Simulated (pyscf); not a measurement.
Optimised with ωB97X-D3(BJ)/def2-SVP in PySCF.

**Question.** PBE/def2-TZVP puts the barrier of H₃C–CH₂–CH₃ (SMILES CCC) + BH₃ (SMILES B) → H₂B–CH(CH₃)–CH₃ (SMILES BC(C)C) + H₂ (SMILES [H][H]) (four-centre exchange; singlet surface; C–H, B–H broken, B–C, H–H formed) at 0.36 eV and the reaction energy at +0.16 eV, from the separated reactants. What do B3LYP-D3(BJ)/def2-TZVP, PBE0-D3(BJ)/def2-TZVP, ωB97M-D3(BJ)/def2-TZVP give on the same structures?

**Answer.** B3LYP-D3(BJ): ΔE‡ = 0.76 eV, ΔE = +0.22 eV; PBE0-D3(BJ): ΔE‡ = 0.44 eV, ΔE = +0.17 eV; ωB97M-D3(BJ): ΔE‡ = 0.70 eV, ΔE = +0.20 eV. PBE's barrier lies under all of them, by 0.08 to 0.41 eV. Its reaction energy lies under all of them, by 0.01 to 0.06 eV. At the saddle there is also a short B–H contact that neither side keeps. H₂B–CH(CH₃)–CH₃ lies 0.60 eV over its isomer H₃C–BH–CH₂–CH₃ (electronic energy, ωB97M-D3(BJ)/def2-TZVP). This is the saddle that the search found; another between the same sides may lie lower.
